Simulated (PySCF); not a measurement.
Molecule: SMILES CC(C)(C)Cl, C$_{4}$H$_{9}$Cl.

Cartesian coordinates in Å; atom numbers follow the order of the lines, from 1:
```xyz
14

C    -1.2793    0.6960    0.0439
C     0.0305   -0.0205    0.3263
C     1.2249    0.7678   -0.1844
C     0.0219   -1.4417   -0.2110
Cl    0.2000   -0.1353    2.1448
H    -1.4242    0.7893   -1.0448
H    -2.1297    0.1381    0.4612
H    -1.2779    1.7043    0.4819
H     1.2449    1.7767    0.2518
H     2.1670    0.2616    0.0702
H     1.1659    0.8631   -1.2809
H    -0.0799   -1.4234   -1.3084
H    -0.8188   -2.0139    0.2065
H     0.9559   -1.9629    0.0428
```

Geometry PBE0-D3(BJ)/def2-SVP throughout; GIAO in PySCF 2.14.0 with density-fitted response routines, gas phase, one conformer, non-relativistic; equivalent atoms averaged; functional PBE0.

**Question.** How do the shifts δ (against TMS, HCl at the same level) depend on the basis set? (ppm; last column core-seconds on shared hosts with different chips, so compare them loosely)

**Answer.** 
```tsv
basis set	functions	C2	C1/C3/C4	Cl5	H6/H7/H8/H9/H10/H11/H12/H13/H14	core-s
STO-3G	38	63.3	27.8	97.2	1.25	2.9
6-31G	67	66.2	35.0	219.1	1.78	5.6
pcSseg-0	67	67.4	38.0	262.7	1.76	4.7
6-31G*	92	64.3	33.5	217.1	1.55	7.5
def2-SVP	119	65.5	34.1	234.2	1.46	9.3
cc-pVDZ	119	70.8	35.0	238.8	1.48	9.8
pcSseg-1	137	70.0	35.9	274.8	1.53	9.6
6-311+G(2d,p)	197	70.8	34.7	278.0	1.52	19
aug-cc-pVDZ	200	70.9	33.7	247.8	1.61	21
def2-TZVP	215	71.5	35.6	273.1	1.51	23
IGLO-III	274	72.1	36.2	274.5	1.50	32
cc-pVTZ	280	70.7	35.3	250.1	1.50	35
pcSseg-2	313	73.1	36.7	272.9	1.51	38
```

**Question.** Which nucleus moves most, in ppm?

**Answer.** Cl5 (chlorine bonded to C): from 97.2 ppm with STO-3G to 278.0 ppm with 6-311+G(2d,p). The smallest spread is 0.53 ppm, at H6/H7/H8/H9/H10/H11/H12/H13/H14. Proton shifts span only some 12 ppm, so a few tenths of a ppm matter as much there as several ppm in carbon.

**Question.** Taking the largest basis, pcSseg-2 (313 functions), as the yardstick, rank the others by their worst heavy-atom deviation.

**Answer.** IGLO-III 1.6 ppm (274 functions), def2-TZVP 1.6 ppm (215 functions), pcSseg-1 3.1 ppm (137 functions), 6-311+G(2d,p) 5.0 ppm (197 functions), pcSseg-0 10.3 ppm (67 functions), cc-pVTZ 22.9 ppm (280 functions), aug-cc-pVDZ 25.1 ppm (200 functions), cc-pVDZ 34.1 ppm (119 functions), def2-SVP 38.7 ppm (119 functions), 6-31G 53.8 ppm (67 functions), 6-31G* 55.8 ppm (92 functions), STO-3G 175.7 ppm (38 functions).

A small basis that lands close on one nucleus may do so by chance; judge by the trend and by all nuclei.
